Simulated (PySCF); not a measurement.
# ClF (chlorine monofluoride): levels of theory compared

We compute a comparison of 5 runs (HF/STO-3G, HF/3-21G, B3LYP/6-31G*, SCS-MP2/cc-pVTZ, CCSDT/cc-pVTZ) of ClF (chlorine monofluoride). The job is set up through a Python script.

The results are computed with PySCF 2.14.0.

2 further runs of the same task are left out: 2 set aside as unsound or not needed.

## 1. The molecule

The species is ClF (2 atoms), meant as a singlet with charge 0. As SMILES, `FCl`. Geometry: relaxed at GFN2-xTB.

Bond lengths: F1–Cl2 1.682 Å.

## 2. The energy at HF/STO-3G (run 1)

job.py reads:

```python
# chlorine monofluoride
from pyscf import gto, scf

mol = gto.M(
    atom='''
F        0.000000       0.000000       0.000000
Cl       0.000000       0.000000       1.682250
''',
    spin=0,
    verbose=3,
    max_memory=1860,
    basis='sto-3g',
)

calc0 = scf.RHF(mol)
calc0.conv_tol = 1e-10
calc0.kernel()
if not calc0.converged:
    calc0 = calc0.newton().run(calc0.mo_coeff, calc0.mo_occ)

energy = calc0.e_tot
print('Final energy', energy)
```

The run is started by

```sh
$ OMP_NUM_THREADS=1 python job.py
```

The program printed:

```text
converged SCF energy = -552.532307899217
Final energy -552.5323078992172
```

Wall time 0.46 s (1 thread of Arm Neoverse V2, shared host); peak memory 0.098 GiB.

## 3. A single-point energy at HF/3-21G (run 2)

calc.py reads:

```python
from pyscf import gto, scf

system = gto.M(
    atom=[
    ('F', (0.000000, 0.000000, 0.000000)),
    ('Cl', (0.000000, 0.000000, 1.682250)),
],
    verbose=4,
    basis='3-21g',
    max_memory=1860,
    charge=0,
)

mf = scf.RHF(system)
mf.conv_tol = 1e-10
mf.kernel()
if not mf.converged:
    mf = mf.newton().run(mf.mo_coeff, mf.mo_occ)

e_final = mf.e_tot
print('E(%s) = %.9f' % ('HF', e_final))
```

The run is started by

```sh
$ OMP_NUM_THREADS=1 python calc.py
```

The program printed:

```text
PySCF version 2.14.0

[INPUT] num. atoms = 2
[INPUT] num. electrons = 26
[INPUT] charge = 0
[INPUT] spin (= nelec alpha-beta = 2S) = 0
[INPUT] symmetry False subgroup None
[INPUT] Mole.unit = angstrom
[INPUT] Symbol           X                Y                Z      unit          X                Y                Z       unit  Magmom
[INPUT]  1 F      0.000000000000   0.000000000000   0.000000000000 AA    0.000000000000   0.000000000000   0.000000000000 Bohr   0.0
[INPUT]  2 Cl     0.000000000000   0.000000000000   1.682250000000 AA    0.000000000000   0.000000000000   3.178991773050 Bohr   0.0

nuclear repulsion = 48.1284667978957
number of shells = 12
number of NR pGTOs = 42
number of NR cGTOs = 22
basis = 3-21g
ecp = {}

******** <class 'pyscf.scf.hf.RHF'> ********
method = RHF
initial guess = minao
damping factor = 0
level_shift factor = 0
DIIS = <class 'pyscf.scf.diis.CDIIS'>
diis_start_cycle = 1
diis_space = 8
diis_damp = 0
SCF conv_tol = 1e-10
SCF conv_tol_grad = None
SCF max_cycles = 50
direct_scf = True
direct_scf_tol = 1e-13
Set gradient conv threshold to 1e-05
Initial guess from minao.
init E= -555.689042176151
  HOMO = -0.401607263629402  LUMO = -0.158007882834426  gap/eV = 6.62868
cycle= 1 E= -556.084337245887  delta_E= -0.395  |g|= 0.296  |ddm|= 1.46
  HOMO = -0.51482750405243  LUMO = 0.0537363914116966  gap/eV = 15.47141
cycle= 2 E= -556.101544466059  delta_E= -0.0172  |g|= 0.168  |ddm|= 0.346
  HOMO = -0.499630602016474  LUMO = 0.061317081743522  gap/eV = 15.26416
cycle= 3 E= -556.10549713402  delta_E= -0.00395  |g|= 0.0255  |ddm|= 0.107
  HOMO = -0.493811182382871  LUMO = 0.0706685571678052  gap/eV = 15.36028
cycle= 4 E= -556.105731733088  delta_E= -0.000235  |g|= 0.00924  |ddm|= 0.0295
  HOMO = -0.495480898574921  LUMO = 0.0683665523587975  gap/eV = 15.34307
cycle= 5 E= -556.105752232789  delta_E= -2.05e-05  |g|= 0.00288  |ddm|= 0.00739
  HOMO = -0.494939118344595  LUMO = 0.0684771247672185  gap/eV = 15.33134
cycle= 6 E= -556.105754400655  delta_E= -2.17e-06  |g|= 0.000388  |ddm|= 0.00339
  HOMO = -0.494927062813189  LUMO = 0.068441524772116  gap/eV = 15.33004
cycle= 7 E= -556.1057544494  delta_E= -4.87e-08  |g|= 1.74e-05  |ddm|= 0.000535
  HOMO = -0.494929959477272  LUMO = 0.0684373647758081  gap/eV = 15.33001
cycle= 8 E= -556.105754449471  delta_E= -7.08e-11  |g|= 1.09e-06  |ddm|= 1.91e-05
  HOMO = -0.494929942977567  LUMO = 0.0684377312694942  gap/eV = 15.33002
Extra cycle  E= -556.105754449472  delta_E= -9.09e-13  |g|= 3.95e-07  |ddm|= 1.13e-06
converged SCF energy = -556.105754449472
E(HF) = -556.105754449
```

Wall time 0.46 s (1 thread of Arm Neoverse V2, shared host); peak memory 0.099 GiB.

Run 3 isn't shown in full; the table further down has it.

## 4. A single-point energy at SCS-MP2/cc-pVTZ (run 4)

run.py reads:

```python
# chlorine monofluoride
from pyscf import gto, scf, mp

mol = gto.M(
    atom='''
F      0.000000     0.000000     0.000000
Cl     0.000000     0.000000     3.178992
''',
    max_memory=1860,
    basis='cc-pvtz',
    verbose=4,
    spin=0,
    unit='bohr',
)

mf = scf.RHF(mol)
mf.conv_tol = 1e-10
mf.kernel()
if not mf.converged:
    mf = mf.newton().run(mf.mo_coeff, mf.mo_occ)

pt = mp.MP2(mf, frozen=6).run()
energy = mf.e_tot + 1.2 * pt.e_corr_os + pt.e_corr_ss / 3
print('E = %.10f Eh' % energy)
```

The run is started by

```sh
$ OMP_NUM_THREADS=1 python run.py
```

The program printed:

```text
PySCF version 2.14.0

[INPUT] num. atoms = 2
[INPUT] num. electrons = 26
[INPUT] charge = 0
[INPUT] spin (= nelec alpha-beta = 2S) = 0
[INPUT] symmetry False subgroup None
[INPUT] Mole.unit = bohr
[INPUT] Symbol           X                Y                Z      unit          X                Y                Z       unit  Magmom
[INPUT]  1 F      0.000000000000   0.000000000000   0.000000000000 AA    0.000000000000   0.000000000000   0.000000000000 Bohr   0.0
[INPUT]  2 Cl     0.000000000000   0.000000000000   1.682250120097 AA    0.000000000000   0.000000000000   3.178992000000 Bohr   0.0

nuclear repulsion = 48.1284633619713
number of shells = 18
number of NR pGTOs = 101
number of NR cGTOs = 64
basis = cc-pvtz
ecp = {}

******** <class 'pyscf.scf.hf.RHF'> ********
method = RHF
initial guess = minao
damping factor = 0
level_shift factor = 0
DIIS = <class 'pyscf.scf.diis.CDIIS'>
diis_start_cycle = 1
diis_space = 8
diis_damp = 0
SCF conv_tol = 1e-10
SCF conv_tol_grad = None
SCF max_cycles = 50
direct_scf = True
direct_scf_tol = 1e-13
Set gradient conv threshold to 1e-05
[... 1 set-up line as earlier in the session ...]
init E= -558.824232245249
  HOMO = -0.399887184552001  LUMO = -0.172946890495671  gap/eV = 6.17536
cycle= 1 E= -558.871410147299  delta_E= -0.0472  |g|= 0.356  |ddm|= 1.14
  HOMO = -0.528252252485404  LUMO = 0.0126662407915834  gap/eV = 14.71914
cycle= 2 E= -558.89203910355  delta_E= -0.0206  |g|= 0.177  |ddm|= 0.259
  HOMO = -0.500770356250525  LUMO = 0.0353519878876654  gap/eV = 14.58863
cycle= 3 E= -558.896433222137  delta_E= -0.00439  |g|= 0.0463  |ddm|= 0.0821
  HOMO = -0.497235663707218  LUMO = 0.0449323834207487  gap/eV = 14.75314
cycle= 4 E= -558.896784141492  delta_E= -0.000351  |g|= 0.0111  |ddm|= 0.0214
  HOMO = -0.498554801524786  LUMO = 0.0444550857728085  gap/eV = 14.77605
cycle= 5 E= -558.896815924669  delta_E= -3.18e-05  |g|= 0.00141  |ddm|= 0.00726
  HOMO = -0.498591526779549  LUMO = 0.0444812708026969  gap/eV = 14.77776
cycle= 6 E= -558.896816765175  delta_E= -8.41e-07  |g|= 0.00035  |ddm|= 0.0013
  HOMO = -0.498577388203648  LUMO = 0.0444782049789723  gap/eV = 14.77730
cycle= 7 E= -558.896816820175  delta_E= -5.5e-08  |g|= 9.44e-05  |ddm|= 0.000367
  HOMO = -0.498573050164129  LUMO = 0.0444750352103984  gap/eV = 14.77709
cycle= 8 E= -558.896816825838  delta_E= -5.66e-09  |g|= 3.48e-05  |ddm|= 0.000116
  HOMO = -0.498567310233605  LUMO = 0.0444776566397689  gap/eV = 14.77701
cycle= 9 E= -558.896816826505  delta_E= -6.67e-10  |g|= 8.58e-06  |ddm|= 4.2e-05
  HOMO = -0.498567201114901  LUMO = 0.0444773645592687  gap/eV = 14.77700
cycle= 10 E= -558.896816826556  delta_E= -5.07e-11  |g|= 1.45e-06  |ddm|= 1.31e-05
  HOMO = -0.498567079993479  LUMO = 0.0444774447851692  gap/eV = 14.77699
Extra cycle  E= -558.896816826557  delta_E= -1.82e-12  |g|= 5.58e-07  |ddm|= 1.19e-06
converged SCF energy = -558.896816826557

******** <class 'pyscf.mp.mp2.RMP2'> ********
nocc = 7, nmo = 58
frozen orbitals 6
E(RMP2) = -559.344803853228  E_corr = -0.4479870266704
E(SCS-RMP2) = -559.337366748561  E_corr = -0.440549922004015
E_corr(same-spin) = -0.111962896154383
E_corr(oppo-spin) = -0.336024130516017
E = -559.3373667486 Eh
```

It took 0.84 s on 1 thread of Arm Neoverse V2, shared host; peak memory 0.14 GiB.

## 5. The energy at CCSDT/cc-pVTZ (run 5)

start.xyz reads:

```xyz
2
ClF
F      0.000000     0.000000     0.000000
Cl     0.000000     0.000000     1.682250
```

run.py reads:

```python
from pyscf import gto, scf, cc

molecule = gto.Mole()
molecule.atom = 'start.xyz'
molecule.charge = 0
molecule.verbose = 4
molecule.basis = 'cc-pvtz'
molecule.max_memory = 1860
molecule.build()

mf = scf.RHF(molecule)
mf.conv_tol = 1e-10
mf.kernel()
if not mf.converged:
    mf = mf.newton().run(mf.mo_coeff, mf.mo_occ)

mycc = cc.CCSDT(mf, frozen=6)
mycc.kernel()
e_final = mycc.e_tot
print('E(%s) = %.9f' % ('CCSDT', e_final))
```

The run is started by

```sh
$ OMP_NUM_THREADS=1 python run.py
```

The program printed:

```text
PySCF version 2.14.0

[INPUT] num. atoms = 2
[INPUT] num. electrons = 26
[INPUT] charge = 0
[INPUT] spin (= nelec alpha-beta = 2S) = 0
[INPUT] symmetry False subgroup None
[INPUT] Mole.unit = angstrom
[INPUT] Symbol           X                Y                Z      unit          X                Y                Z       unit  Magmom
[INPUT]  1 F      0.000000000000   0.000000000000   0.000000000000 AA    0.000000000000   0.000000000000   0.000000000000 Bohr   0.0
[INPUT]  2 Cl     0.000000000000   0.000000000000   1.682250000000 AA    0.000000000000   0.000000000000   3.178991773050 Bohr   0.0

nuclear repulsion = 48.1284667978957
number of shells = 18
number of NR pGTOs = 101
number of NR cGTOs = 64
basis = cc-pvtz
ecp = {}

[... 39 lines left out ...]
converged SCF energy = -558.896816838767
[... 16 lines left out ...]
WARN: A large `blksize` is being used, which may cause large memory consumption
[... 4 lines left out ...]
Init t2, MP2 energy = -559.344803864575  E_corr(MP2) -0.447987025808
[... 18 lines left out ...]
RCCSDT converged
[... 3 lines left out ...]
E(CCSDT) = -559.379662339
```

Wall time 8.2 min (1 thread of Arm Neoverse V2, shared host); peak memory 2.2 GiB.

## 6. Overview of the runs

| run | level | integration grid | frozen core orbitals | energy (Eh) | dipole moment (D) of the reference | HOMO energy (eV) | LUMO energy (eV) | wall time |
| --- | --- | --- | --- | --- | --- | --- | --- | --- |
| 1 | HF/STO-3G | – | – | -552.532308 | 0.58 | -11.34 | 6.19 | 0.46 s |
| 2 | HF/3-21G | – | – | -556.105754 | 1.21 | -13.47 | 1.86 | 0.46 s |
| 3 | B3LYP/6-31G* (spherical functions) | 5 | – | -559.938107 | 1.01 | -8.99 | -3.48 | 1.9 s |
| 4 | SCS-MP2/cc-pVTZ | – | 6 | -559.337367 | 1.38 | -13.57 | 1.21 | 0.84 s |
| 5 | CCSDT/cc-pVTZ | – | 6 | -559.379662 | 1.38 | -13.57 | 1.21 | 8.2 min |

## 7. Outcome

| quantity | value |
| --- | --- |
| run 5: total energy | -559.37966 Eh |
| run 5: dipole moment (Hartree–Fock density) | 1.38 D |
| run 5: HOMO energy (Hartree–Fock orbitals) | -13.57 eV |
| run 5: LUMO energy (Hartree–Fock orbitals) | 1.21 eV |
| run 5: HOMO–LUMO gap (Hartree–Fock orbitals) | 14.78 eV |
| run 5: correlation energy (6 core orbitals frozen) | -482.8 mEh |
| run 5: T1 diagnostic | 0.012 |

Over runs 1, 2, 3 the dipole moment (its size) runs from 0.58 D (HF/STO-3G) to 1.21 D (HF/3-21G). The two dipoles point in opposite directions. Over runs 1, 2, 3 the HOMO–LUMO gap runs from 5.51 eV (B3LYP/6-31G*) to 17.53 eV (HF/STO-3G). The two ends differ in method and basis. In run 1 the basis is minimal, so the values are rough. All runs together took 8.2 min, the longest 8.2 min.
